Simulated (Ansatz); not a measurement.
Computed with Ansatz.

A structure relaxed at PBE0-D4/def2-TZVP, charge 0, multiplicity 2:

```xyz
7

N     0.718    1.158   -0.479
Si   -0.195   -0.099    0.305
O     0.139   -1.554   -0.367
H     0.682    2.063   -0.006
H     0.131   -0.246    1.745
H    -1.626    0.286    0.124
H     0.151   -1.608   -1.323
```

**Question.** Give its formula and SMILES.

**Answer.** H4NOSi, `[NH][SiH2]O`.

**Question.** Summarise the bond lengths by kind.

**Answer.** 1 × N–Si 1.741 Å; 1 × H–N 1.022 Å; 1 × O–Si 1.637 Å; 2 × H–Si 1.484 to 1.493 Å; 1 × H–O 0.959 Å.
